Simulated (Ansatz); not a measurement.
Basis sets compared for [B(OMe)H3]- (CH₆BO⁻). The state is a singlet with charge -1. Geometry PBE-D4/def2-TZVPD. Ansatz on 4 threads of AMD EPYC 7571 on a shared host; times are rough, and most runs start from earlier orbitals.

```csv
atom,x (Å),y (Å),z (Å)
B1,0.7774,0.9262,0.0826
O2,-0.6766,0.5292,0.0902
C3,-0.8709,-0.8328,-0.0677
H4,-0.4499,-1.2184,-1.0302
H5,-1.9563,-1.0681,-0.0556
H6,-0.3836,-1.4332,0.7413
H7,1.3956,0.3477,1.0123
H8,0.8465,2.1554,0.2302
H9,1.3178,0.5941,-1.0031
```

At PBE-D4/def2-SVPD, PBE-D4/def2-TZVPD the highest occupied level of the charge -1 singlet lies above zero (up to 0.31 eV). By energy differences its removal costs 3.20 eV (vertical, to the charge 0 doublet, at PBE0-D4/def2-TZVPD).

| level | functions | energy (Eh) | HOMO (eV) | LUMO (eV) | wall time |
| --- | --- | --- | --- | --- | --- |
| PBE-D4/def2-SVPD | 111 | -141.5395 | 0.31 | 4.11 | 1.4 s |
| PBE0-D4/def2-SVPD | 111 | -141.5542 | -1.05 | 4.70 | 1.6 s |

Problem. Estimate the rows for PBE-D4/def2-TZVPD, PBE0-D4/def2-TZVPD (with forces).

Solution. 
```json
{"level": "PBE-D4/def2-TZVPD", "functions": "168", "energy (Eh)": "-141.6926", "HOMO (eV)": "0.27", "LUMO (eV)": "3.50", "wall time": "2 s"}
{"level": "PBE0-D4/def2-TZVPD (with forces)", "functions": "168", "energy (Eh)": "-141.7061", "HOMO (eV)": "-1.07", "LUMO (eV)": "3.96", "wall time": "3.1 s"}
```
